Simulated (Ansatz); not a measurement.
A structure relaxed at PBE0-D4/def2-TZVP, charge 0, multiplicity 1:

Cartesian coordinates in Å:
```
C -0.156 -0.850 1.136
C 0.060 0.052 0.206
C 0.056 0.605 -1.111
O 0.569 1.290 0.077
H 0.115 -0.661 2.166
H -0.611 -1.794 0.872
H 0.820 0.319 -1.827
H -0.853 1.039 -1.519
```

(1) Give its formula and SMILES.

(2) Point group (tolerance 0.08 Å, 0.16 Å for H)?

(3) Summarise the bond lengths by kind.

Answers

(1) C3H4O, `C=C1CO1`.

(2) Cs.

(3) 2 × C–C 1.314 to 1.429 Å; 4 × C–H 1.080 to 1.086 Å; 2 × C–O 1.345 to 1.464 Å.

Program: Ansatz 0.2.0.
